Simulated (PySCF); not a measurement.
## Which functional comes closest?

Molecule: ozone, O$_{3}$.

Bonds (- single, = double, # triple, : aromatic): O1=O2 1.234 Å, O2-O3 1.234 Å. Formal charges: O2 +1, O3 -1.

Geometry PBE0-D3(BJ)/def2-SVP throughout; GIAO in PySCF 2.14.0 with density-fitted response routines, gas phase, one conformer, non-relativistic; equivalent atoms averaged; basis pcSseg-2.

Reference values (PBE/multiwavelet basis limit; gas (isolated, no vibration); Jensen, Fla, Jonsson, Monstad, Ruud, Frediani, PCCP 2016, 18, 21145): σ(O2) = -894.0 ppm, σ(O1/O3) = -1464.3 ppm.

Q: How do the functionals HF, LDA, PBE, BLYP, BP86, OPBE, KT2, KT3, B97-D, B3LYP, PBE0, mPW1PW91, WP04, B97-2, BHandHLYP, CAM-B3LYP, wB97X-D, LC-wPBE perform against the reference? Times are CPU seconds on shared hosts with different chips, so compare them loosely.

A: 
```tsv
functional	kind	O2	O1/O3	mean abs. error O	core-s
HF	Hartree–Fock	-2114.6	-2119.7	938.0	0.8
LDA	LDA	-875.5	-1310.2	86.3	2.4
PBE	GGA	-841.9	-1255.2	130.6	3.1
BLYP	GGA	-857.4	-1266.1	117.4	3.1
BP86	GGA	-840.0	-1248.0	135.1	3.1
OPBE	GGA	-798.7	-1209.9	174.8	3
KT2	GGA	-767.2	-1108.9	241.1	3.2
KT3	GGA	-767.6	-1128.6	231.1	3.1
B97-D	GGA	-823.8	-1229.1	152.7	3
B3LYP	global hybrid	-1033.3	-1421.6	91.0	1.9
PBE0	global hybrid	-1063.3	-1448.3	92.6	1.9
mPW1PW91	global hybrid	-1069.1	-1455.3	92.0	1.9
WP04	global hybrid	-989.0	-1443.2	58.0	3.6
B97-2	global hybrid	-1006.2	-1391.4	92.5	3.3
BHandHLYP	global hybrid	-1353.0	-1659.7	327.2	3.4
CAM-B3LYP	range-separated hybrid	-1112.0	-1466.5	110.1	4.8
wB97X-D	range-separated hybrid	-1098.4	-1474.4	107.3	4.3
LC-wPBE	range-separated hybrid	-1095.8	-1437.6	114.2	6.7
```

For 17O the closest is WP04 (58.0 ppm) and the furthest HF (938.0 ppm). One molecule is a small sample, and the reference may use another geometry.
